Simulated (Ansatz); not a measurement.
The cluster Mg2H2. Charge 0, multiplicity 3. Geometry PBE-D4/def2-TZVP; atoms count from 1.

```xyz
4

Mg   -1.2598   -1.8905   -0.5063
Mg    0.7312    0.3884   -0.2389
H    -0.9600   -0.3406    0.4411
H     1.4887    1.8427    0.3042
```

At PBE0-D4/def2-TZVP a singlet of charge 0 lies 1.08 eV below the triplet, each at its own geometry. The structure comes from a short search, and lower isomers may exist.

Q: Estimate the Mulliken populations from the PBE0/def2-TZVP orbitals of Ansatz.

A: 
```csv
atom,charge (e),spin (α − β)
Mg1,0.16,1.21
Mg2,0.23,0.56
H3,-0.20,0.15
H4,-0.18,0.08
```
Mulliken values depend strongly on the basis.

Q: Where does the spin sit?

A: Summed by element: Mg 1.77, H 0.23, of 2 unpaired in all. Largest on single atoms: Mg1 1.21, Mg2 0.56, H3 0.15.

Q: And the Mayer bond orders between heavy atoms (over 0.3)?

A: Mg1–Mg2 0.53 (3.04 Å).
